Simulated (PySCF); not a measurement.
## Working with the constants of AlP⁻

ROHF-CCSD(T) constants of AlP⁻, ²Σ⁺ (doublet), unpaired electrons σ ↑ (Al def2-TZVPPD, P def2-TZVPPD; no relativity (PySCF 2.14); masses 26.9815 and 30.9738 u):

* ωe: 536.6 cm⁻¹
* ωexe: 2.13 cm⁻¹
* Be: 0.25349 cm⁻¹
* αe: 0.00152 cm⁻¹
* D (centrifugal): 2.26e-07 cm⁻¹

Q: Give the vibrational terms G(v) and spacings up to v = 6.

A: G(v) = ωe(v+½) − ωexe(v+½)².

```tsv
v	G(v) (cm⁻¹)	G(v) − G(v−1)	Bv (cm⁻¹)
0	268		0.2527
1	800	532	0.2512
2	1328	528	0.2497
3	1852	524	0.2482
4	2372	520	0.2466
5	2887	515	0.2451
6	3398	511	0.2436
```

Correlated steps freeze 10 core orbitals. The CCSD T1 diagnostic is raised, a sign that a single reference may not be enough here. The state was picked by a PBE0 search and need not be the measured ground state.
